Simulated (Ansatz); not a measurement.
**BNH (quartet): the correlation ladder, 6-31G**

Aim: climb from Hartree-Fock through coupled cluster and multireference methods for BNH (quartet) at one geometry and basis, and see what each rung misses.

Computed with Ansatz 0.2.0, Gaussian basis. Level: 6-31G, core rule «outside noble gas», up to 2 orbitals frozen.

The runs, in order: UHF; CCSD(T) on ROHF; CCSD(T) on UHF; BCCD(T) on ROHF; CISD; CCSDT(Q) on ROHF; CCSDT(Q) on UHF; CISDTQ; CCSDTQ on ROHF; CCSDTQ on UHF; CASSCF and MRCISD+Q, 9 electrons in 9 orbitals; CASSCF and NEVPT4(SD), 9 electrons in 9 orbitals; CASSCF and NEVPT2, 9 electrons in 9 orbitals; Full CI.

22 further runs of the same task are left out: 9 that didn't finish, 13 set aside as unsound or not needed.

## 1. The geometry

The geometry is a PBE0/def2-TZVP stationary point (not a proven minimum).

3 atoms, charge 0, spin multiplicity 4.

Atoms are counted from 1 here; the program's logs count them from 0.

Bond lengths: B1–N2 1.465 Å, N2–H3 1.030 Å. Angles: B1–N2–H3 111.7°.

Coordinates:

| atom | x (Å) | y (Å) | z (Å) |
| --- | --- | --- | --- |
| B1 | 0.0000 | 0.0798 | 0.8638 |
| N2 | 0.0000 | -0.1176 | -0.5879 |
| H3 | 0.0000 | 0.7790 | -1.0947 |

## 2. UHF

Contents of in.yaml:

```yaml
crystal:
  periodic: [false, false, false]
  atoms:
    - {symbol: B, position_ang: [0.000000, 0.079752, 0.863775]}
    - {symbol: N, position_ang: [0.000000, -0.117617, -0.587927]}
    - {symbol: H, position_ang: [0.000000, 0.779045, -1.094669]}
basis:
  gaussian: {orbitals: 6-31G}
magnetization: {spin_polarized: true, initial_magnetization: 3}
hamiltonian: {xc: hf}
output: {orbitals: {seedname: orbitals}}
```

Run with:

```sh
$ ansatz run in.yaml --threads 1 --pin off --events-out ev --progress --plain --max-ram 2393MiB
```

The runs that follow: CCSD(T) on ROHF; CCSD(T) on UHF; BCCD(T) on ROHF; CISD; CCSDT(Q) on ROHF; CCSDT(Q) on UHF; CISDTQ; CCSDTQ on ROHF; CCSDTQ on UHF; CASSCF and MRCISD+Q, 9 electrons in 9 orbitals; CASSCF and NEVPT4(SD), 9 electrons in 9 orbitals; CASSCF and NEVPT2, 9 electrons in 9 orbitals; Full CI.

Q: Predict the results of all the runs planned. Wanted: FCI below the RHF energy; RMP2 from FCI; UMP2 from FCI; RCCSD from FCI; RCCSD(T) from FCI; UCCSD(T) from FCI; RCCSDT(Q) from FCI; UCCSDT(Q) from FCI; NEVPT2 valence from FCI.

As calculated:

| quantity | value |
| --- | --- |
| FCI below the RHF energy | -3.3814 eV |
| RMP2 from FCI | +56.1 kJ/mol |
| UMP2 from FCI | +55.6 kJ/mol |
| RCCSD from FCI | +9.0 kJ/mol |
| RCCSD(T) from FCI | +2.3 kJ/mol |
| UCCSD(T) from FCI | +2.3 kJ/mol |
| RCCSDT(Q) from FCI | 0.0 kJ/mol |
| UCCSDT(Q) from FCI | -0.1 kJ/mol |
| NEVPT2 valence from FCI | +33.4 kJ/mol |
| NEVPT4(SD) valence from FCI | +5.4 kJ/mol |
| MRCISD+Q valence from FCI | +1.9 kJ/mol |
| levels within 1 kcal/mol (43 meV) | RCCSD(T), UCCSD(T), BCCD(T), RCCSDT, UCCSDT, CISDTQ, RCCSDT(Q), UCCSDT(Q), RCCSDTQ, UCCSDTQ, MRCISD+Q valence |
| T1 diagnostic | 0.024 |
| effectively unpaired electrons | 3.02 |

RCCSD(T) lands +2.3 kJ/mol from the yardstick (0.7 % of the correlation energy). One determinant dominates. Of the multireference levels listed MRCISD+Q valence comes nearest in total energy (+1.9 kJ/mol), which doesn't show that its space is the better one. These misses are within one basis, not against nature; the frozen cores of restricted and unrestricted runs differ, which can shift their rows.
